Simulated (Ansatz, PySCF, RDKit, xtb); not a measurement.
Complex: C6H6 (SMILES c1ccccc1) (first 12 atoms) with H2O (SMILES O); geometry from S66by8 set.
(charge 0, multiplicity 1):
```xyz
15

C      0.727    -0.616    -1.208
H      0.843    -1.144    -2.144
C      0.424     0.745    -1.208
H      0.303     1.272    -2.144
C      0.274     1.426     0.000
H      0.038     2.481     0.000
C      0.424     0.745     1.208
H      0.303     1.272     2.144
C      0.727    -0.616     1.208
H      0.843    -1.144     2.144
C      0.878    -1.296     0.000
H      1.115    -2.351     0.000
O     -2.553    -0.248     0.000
H     -2.388    -1.193     0.000
H     -1.666     0.124     0.000
```

Monomers are frozen at their geometry in the pair; levels with a basis set take the counterpoise correction. Rows marked so take none. RDKit's UFF carries no charges.

Cores are frozen in the correlated methods. Rows in 6-31G* carry no dispersion term and start afresh at each structure (6-31G* with six Cartesian d functions). MP2/6-31G* freezes PySCF's default core.

Codes used: Ansatz (a first-principles code) with Gaussian orbitals; PySCF for 6-31G* rows, the dispersion terms; RDKit for the force fields; xtb for the GFN methods. Each number belongs to the level named beside it.

```json
[
 {"level": "MMFF94", "interaction energy (meV)": "-57.8"},
 {"level": "UFF", "interaction energy (meV)": "258.1"},
 {"level": "GFN2-xTB", "interaction energy (meV)": "-96.9"},
 {"level": "HF/6-31G* (no counterpoise)", "interaction energy (meV)": "-34.9"},
 {"level": "HF/aug-cc-pVDZ", "interaction energy (meV)": "45.3"},
 {"level": "B3LYP/6-31G* (no counterpoise)", "interaction energy (meV)": "-86.2"},
 {"level": "B3LYP-D4/def2-TZVPPD", "interaction energy (meV)": "-101.4"},
 {"level": "MP2/6-31G* (no counterpoise)", "interaction energy (meV)": "?"},
 {"level": "MP2/aug-cc-pVDZ", "interaction energy (meV)": "-96.5"}
]
```

Task: What belongs in the gaps?

Result: 
- MP2/6-31G* (no counterpoise), interaction energy (meV): -169.1
